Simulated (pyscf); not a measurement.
## Routes from •HC=CH–Br (SMILES [CH]=CBr)

Candidate steps break at most two bonds and form at most two. Each was searched with GFN2-xTB (tblite) first. Structures and frequencies: ωB97X-D3(BJ)/def2-SVP in PySCF. Correlated levels are frozen-core, on RHF or UHF. ΔMP2 is the change of the MP2 total energy from the triple- to the quadruple-zeta basis. Energies: CCSD(T)/def2-TZVPP + ΔMP2(QZVPP), kcal/mol, from the reactant's lowest minimum found, doublet surface; ΔG‡ with ideal gas, 1 atm, RRHO with modes under 100 cm⁻¹ raised to 100, one conformer, R ln 2 for chiral ones without a mode under 150 cm⁻¹.

```
products               type   ΔE‡    ΔE  ΔG‡ 298 K  ΔG‡ 900 K  ν‡ (cm⁻¹)
-----------  --------------  ----  ----  ---------  ---------  ---------
HC≡CH + Br•   bond scission   7.5  +8.5          –          –       326i
H₂C=C•–Br    hydrogen shift  45.4  -2.4       41.0       39.0      1933i
```

A dash marks a saddle under its separated products, whose escape then sets the rate. Row 1: On the product side the descent ends in what is likely a three-electron adduct, which functionals tend to overbind, 5.9 kcal/mol under the separated species and 1.5 kcal/mol under the saddle at ωB97X-D3(BJ)/def2-TZVP. 

Plain bond fissions and candidates not yet searched are not listed, and one of them may be faster. Each barrier is that of the saddle found; lower ones may exist. The CCSD(T) − MP2 part came from Ansatz, without density fitting, on the same reference. A UHF reference is spin-contaminated (<S²> up to 0.99), which harms MP2 most. The frozen core leaves the outer d or s,p core shells of the metals and heavy elements correlated in the MP2 and CC values, and def2-TZVPP describes them poorly, which can shift differences by a few kcal/mol. Left out: orbital degeneracy and the spin-orbit lowering of Br, which is large for Br, Se, Te and I. Elements up to Kr have no core potential and no relativistic terms here.
